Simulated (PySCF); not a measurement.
# PH and its ions

MN15; basis P 6-31G(d,p), H 6-31G(d,p); no relativity; PySCF 2.14. Neutral (UKS): triplet (π ↑↑), Re = 1.418 Å, ωe = 2425 cm⁻¹, De = 3.15 eV, HOMO -7.62 eV, LUMO -2.00 eV.

PH⁺ (UKS): doublet (π ↑), Re = 1.421 Å, ωe = 2464 cm⁻¹, De = 3.40 eV to P⁺ + H. The energies at the minima are -341.70934 hartree for PH and -341.33503 for PH⁺.

Question: Work out the adiabatic ionisation energy, without and with harmonic zero-point energies (1 hartree = 27.2114 eV, 1 eV = 8065.5 cm⁻¹), and the change of the bond length.

Answer: At MN15: 0.37431 hartree = 10.185 eV between the minima; the zero-point term (2464.0 − 2425.0)/2 cm⁻¹ = +0.002 eV makes it 10.188 eV. Re changes by +0.3 pm against the neutral. The electron leaves a π orbital, which is non-bonding in a hydride.

For an ion De counts to the pair picked by the measured ionisation energies or electron affinities, which need not be the lowest pair at this level. States were picked by a PBE0 search and need not be the measured ground states.
